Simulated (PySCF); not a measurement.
NO+, NO (charge +1).
Atom-mapped SMILES: `[N:1]#[O+:2]`

Structure used (PBE0-D3(BJ)/def2-SVP), in Å, numbered top down from 1:
```xyz
2
NO angstrom
N      0.553   -0.080    0.007
O     -0.504   -0.007   -0.029
```

Theory: core-valence-separated Tamm–Dancoff BHandHLYP/aug-pcX-1 in PySCF, non-relativistic, gas phase, PBE0-D3(BJ)/def2-SVP geometry. The energies are unshifted.

(1) What does the O 1s absorption edge look like?

(2) What does the N 1s absorption edge look like?

## Answers

(1) 
```csv
E (eV),f,core hole on,main final orbital,polarisation
532.27,0.1241,O2,"LUMO/LUMO+1 (2 roots, f summed)",across the axis
544.73,0.0009,O2,LUMO+2 (96 %),–
546.54,0.0076,O2,"LUMO+3/LUMO+4 (2 roots, f summed)",across the axis
547.08,0.0014,O2,LUMO+5 (87 %),along the axis
548.30,0.0186,O2,LUMO+6 (85 %),along the axis
```

The first line with a tenth or more of the strongest one's intensity is at 532.27 eV (f = 0.124, sum of 2), with the hole on O2 (oxygen bonded to N), polarised across the axis: a 1s→π* resonance. It is also the strongest listed.

(2) 
```json
{"E (eV)": "398.74", "f": "0.1866", "core hole on": "N1", "main final orbital": "LUMO/LUMO+1 (2 roots, f summed)", "polarisation": "across the axis"}
{"E (eV)": "412.20", "f": "0.0084", "core hole on": "N1", "main final orbital": "LUMO+2 (89 %)", "polarisation": "along the axis"}
{"E (eV)": "413.96", "f": "0.0119", "core hole on": "N1", "main final orbital": "LUMO+3/LUMO+4 (2 roots, f summed)", "polarisation": "across the axis"}
{"E (eV)": "414.04", "f": "0.0003", "core hole on": "N1", "main final orbital": "LUMO+5 (89 %)", "polarisation": "–"}
{"E (eV)": "416.25", "f": "0.0001", "core hole on": "N1", "main final orbital": "LUMO+6 (90 %)", "polarisation": "–"}
```

The first line with a tenth or more of the strongest one's intensity is at 398.74 eV (f = 0.187, sum of 2), with the hole on N1 (nitrogen bonded to O), polarised across the axis: a 1s→π* resonance. It is also the strongest listed.

Roots within 0.03 eV whose holes lie on the same, on equivalent or on shared atoms are summed into one line, and the highest roots are left out, as the search may have cut off their partners. Final orbitals are the ground state's empty Kohn–Sham orbitals. A dash: too weak, shared between unlike atoms, or no plane or axis to refer to.

**Question.** What are the wavelength and the wavenumber of the 532.27 eV line?

**Answer.** λ = 12398.42 eV Å/532.27 eV = 23.293 Å; 4.2930 × 10⁶ cm⁻¹.

The list ends where the root search ended, not at a threshold.
